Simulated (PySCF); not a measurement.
Compound: C6H11 (charge +1).
Z-matrix (Å and degrees, PBE0-D3(BJ)/def2-SVP geometry), rows numbered from 1:
```
C 
C   1  1.4540
C   2  1.4591  1  125.61
C   3  1.5322  2  106.32  1   172.04
C   4  1.5297  3  102.77  2    28.41
C   2  1.4573  1  124.93  3  -177.93
H   1  1.0972  2  114.07  3   -20.30
H   1  1.1015  2  111.94  3  -149.13
H   1  1.1122  2  105.29  3    97.93
H   3  1.1020  2  114.77  1    37.41
H   3  1.1211  2  100.45  1   -73.74
H   4  1.0973  3  112.66  2   151.28
H   4  1.1023  3  109.25  2   -89.44
H   5  1.1024  4  111.02  3    81.30
H   5  1.0974  4  113.88  3  -157.25
H   6  1.1015  2  115.72  1    29.22
H   6  1.1226  2   99.20  1   -82.06
```

Computed, not measured: core-valence-separated Tamm–Dancoff BHandHLYP/aug-pcX-1 (pcseg-1 on H) in PySCF, non-relativistic, gas phase, PBE0-D3(BJ)/def2-SVP geometry. BHandHLYP without relativity tends to put these K edges a few eV too low, so spacings mean more than positions.

Question: List the carbon K-edge absorption lines.

Answer: 
| E (eV) | f | core hole on | main final orbital |
| --- | --- | --- | --- |
| 280.98 | 0.0968 | C2 | LUMO (95 %) |
| 282.41 | 0.0083 | C3/C6 | LUMO (2 roots, f summed) |
| 282.43 | 0.0009 | C1 | LUMO (99 %) |
| 282.89 | 0.0046 | C4 + C5 | LUMO (2 roots, f summed) |
| 286.42 | 0.0287 | C4 + C5 | LUMO+1 (2 roots, f summed) |
| 286.62 | 0.0255 | C6 | LUMO+1 (45 %) |
| 286.67 | 0.0273 | C3 | LUMO+1 (46 %) |
| 286.69 | 0.0138 | C1 | LUMO+1 (73 %) |
| 286.89 | 0.0523 | C4/C5 | spread (2 roots, f summed) |
| 287.31 | 0.0215 | C4 | spread |
| 287.35 | 0.0150 | C5 | spread |
| 287.37 | 0.0667 | C3/C6 | spread (2 roots, f summed) |
| 287.42 | 0.0408 | C1 | spread |
| 287.54 | 0.0401 | C1 | spread |
| 287.70 | 0.0248 | C4/C5 | spread (2 roots, f summed) |
| 288.19 | 0.0360 | C3/C6 | LUMO+2/LUMO+3 (2 roots, f summed) |
| 288.31 | 0.0110 | C5 | LUMO+5 (41 %) |
| 288.36 | 0.0095 | C4 | LUMO+6 (42 %) |

The first line with a tenth or more of the strongest one's intensity is at 280.98 eV (f = 0.097), with the hole on C2 (formal carbocation centre). It is also the strongest listed.

Roots within 0.03 eV whose holes lie on the same, on equivalent or on shared atoms are summed into one line, and the highest roots are left out, as the search may have cut off their partners. Final orbitals are the ground state's empty Kohn–Sham orbitals.

Question: What are the wavelength and the wavenumber of the 286.67 eV line?

Answer: λ = 12398.42 eV Å/286.67 eV = 43.250 Å; 2.3121 × 10⁶ cm⁻¹.

The list ends where the root search ended, not at a threshold.

The run took about 50 s of CPU time (one thread, shared machine).

One conformer stands for the species.
